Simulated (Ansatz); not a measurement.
## Where CCSD(T) holds and where it slips

Each species is computed at the geometry given (Å), with frozen cores, in Ansatz 0.2.0: RHF-CCSD(T) for singlets, UHF-CCSD(T) otherwise, and full CI in the same basis. The program picks the determinant by trial CCSD, so it needn't be the lowest Hartree–Fock solution. States: BH Σ⁻ or Δ, BF⁺ Σ⁺ or Δ, HNSi Σ⁺ or Δ. Cases whose determinant has another symmetry than full CI's state, or whose (Q) step broke down, weren't drawn.

Judging by size, spin and bonding and the diagnostics given, rank them by the size of CCSD(T)'s error in total energy against full CI in the same basis, smallest first (an estimate).
A. BH, quintet, aug-cc-pVDZ: B 0.000 0.000 0.000; H 0.000 0.000 1.206. T1 0.007, (T) -5 meV in a correlation energy of -0.66 eV
B. HNSi, singlet, 6-31G: Si 0.000 0.000 1.803; N 0.000 0.000 -0.241; H 0.000 0.000 -1.562. T1 0.055, (T) -651 meV in a correlation energy of -7.16 eV
C. BF⁺, doublet, 6-31G: B 0.000 0.000 0.000; F 0.000 0.000 1.263. T1 0.026, (T) -139 meV in a correlation energy of -4.41 eV

A (1.4 meV), C (19.5 meV), B (25.3 meV).

```
      species        basis  correlated electrons  CCSD(T) − full CI (meV)  CCSDT(Q) − full CI (meV)  unpaired electrons (full CI)     T1  ⟨S²⟩ of the determinant
  BH, quintet  aug-cc-pVDZ                     4                      1.4                      -0.5                          4.00  0.007                     6.00
 BF⁺, doublet        6-31G                     9                     19.5                      -6.0                          1.03  0.026                     0.76
HNSi, singlet        6-31G                    10                     25.3                      -9.2                          0.57  0.055                     0.00
```

Unpaired electrons are Σ n²(2−n)² over natural occupations; an open shell counts its own unpaired electrons too. Frozen cores follow each run's orbitals, which moves totals by a few meV.
